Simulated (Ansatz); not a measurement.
# FH2OSi radical: single points off equilibrium

The task here is to estimate one member of a computed series from the others.

Program: Ansatz 0.2.0, Gaussian basis. Level of theory: single points in def2-TZVPP. These are calculated values, not measurements.

Correlated methods freeze the cores. Orbitals are unrestricted.

## Starting geometry

5 atoms, charge 0, spin multiplicity 2.

Atoms are counted from 1 here; the program's logs count them from 0.

Bond lengths: O1–Si2 1.606 Å, O1–H4 1.007 Å, Si2–F3 1.632 Å, Si2–H5 1.318 Å. Angles: Si2–O1–H4 123.0°, O1–Si2–F3 107.3°, O1–Si2–H5 114.8°, F3–Si2–H5 104.3°.

As a file:

```xyz
5
FH2OSi
O    -0.8533   -0.7436    0.1497
Si    0.3753    0.2056    0.5600
F     0.1863    1.6162   -0.2393
H    -1.3626   -0.6406   -0.7131
H     1.5601   -0.2287    0.1795
```

The first run:

Input file run/in.yaml:

```yaml
crystal:
  periodic: [false, false, false]
  atoms:
    - {symbol: O, position_ang: [-0.853300, -0.743600, 0.149700]}
    - {symbol: Si, position_ang: [0.375300, 0.205600, 0.560000]}
    - {symbol: F, position_ang: [0.186300, 1.616200, -0.239300]}
    - {symbol: H, position_ang: [-1.362600, -0.640600, -0.713100]}
    - {symbol: H, position_ang: [1.560100, -0.228700, 0.179500]}
basis:
  gaussian: {orbitals: def2-TZVPP}
magnetization: {spin_polarized: true, initial_magnetization: 1}
correlation: {method: ccsd_t}
scf: {omitted_lower_state_checks: [cluster_reference]}
output: {forces: true}
```

No record of the launch command was kept for these runs.

Steps of the session up to this table: CCSD(T)/def2-TZVPP; PBE0-D4/def2-TZVPP; wB97M-V/def2-TZVPP; r2SCAN-D4/def2-TZVPP; PBE-D4/def2-TZVPP; CAM-B3LYP-D4/def2-TZVPP; BHLYP-D4/def2-TZVPP.

One table of the session follows, with a row left open; its other results are not shown here.

```
      method  RMS force component (eV/Å)  angle to CCSD(T) forces (°)  dipole (D)
     CCSD(T)                       1.875                    reference        1.18
     PBE0-D4                       1.903                          3.0        1.22
     wB97M-V                       1.843                          3.1        1.17
   r2SCAN-D4                       1.865                          3.1        1.22
      PBE-D4                       1.839                          9.2        1.22
CAM-B3LYP-D4                           ?                            ?           ?
    BHLYP-D4                       1.929                          7.4        1.19
```

Estimate the missing values for CAM-B3LYP-D4.

**Answer.** RMS force component (eV/Å): 1.844; angle to CCSD(T) forces (°): 3.6; dipole (D): 1.21. In the column «RMS force component (eV/Å)» it lies between wB97M-V (1.843) and r2SCAN-D4 (1.865).
